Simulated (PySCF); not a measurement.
# Phosphorus: a sound run and one with changed settings

Sound run: P [Ne] 3s2 3p3, P+ [Ne] 3s2 3p2. Calculation: PySCF 2.14, in aug-cc-pVDZ-DK; the spin-free X2C one-electron Hamiltonian (Gaussian nucleus). In the sound run the correlated levels freeze [Ne]. The sound run starts from symmetry-adapted Hartree-Fock orbitals and uses a fine grid where one is needed.

Changed run: the non-relativistic Hamiltonian (point nucleus). This setting is unsound on purpose.

```json
{"species": "P", "method": "UHF", "sound run (hartree)": "-341.52431", "changed run (hartree)": "-340.53021", "converged": "yes"}
{"species": "P", "method": "r2SCAN", "sound run (hartree)": "-342.05570", "changed run (hartree)": "-341.06225", "converged": "yes"}
{"species": "P", "method": "M06-2X", "sound run (hartree)": "-342.06437", "changed run (hartree)": "-341.07071", "converged": "yes"}
{"species": "P", "method": "MP2", "sound run (hartree)": "-341.59119", "changed run (hartree)": "-340.59712", "converged": "yes"}
{"species": "P", "method": "CCSD(T)", "sound run (hartree)": "-341.61094", "changed run (hartree)": "-340.61693", "converged": "yes"}
{"species": "P+", "method": "UHF", "sound run (hartree)": "-341.15940", "changed run (hartree)": "-340.16473", "converged": "yes"}
{"species": "P+", "method": "r2SCAN", "sound run (hartree)": "-341.66448", "changed run (hartree)": "-340.67042", "converged": "yes"}
{"species": "P+", "method": "M06-2X", "sound run (hartree)": "-341.68497", "changed run (hartree)": "-340.69064", "converged": "yes"}
{"species": "P+", "method": "MP2", "sound run (hartree)": "-341.20966", "changed run (hartree)": "-340.21502", "converged": "yes"}
{"species": "P+", "method": "CCSD(T)", "sound run (hartree)": "-341.23141", "changed run (hartree)": "-340.23688", "converged": "yes"}
```

Ionisation energy of P:

```csv
method,sound run (eV),changed run (eV)
UHF,9.930,9.945
r2SCAN,10.646,10.662
M06-2X,10.324,10.342
MP2,10.382,10.397
SCS-MP2,10.225,10.240
CCSD,10.314,10.328
CCSD(T),10.328,10.342
```

Most of the change in total energy is the relativistic energy itself. On top of that the contraction fixes the core shape for the Hamiltonian it was made with, so the changed run is not a good calculation with the other Hamiltonian either.

For comparison, NIST gives 10.487 eV between the lowest levels.
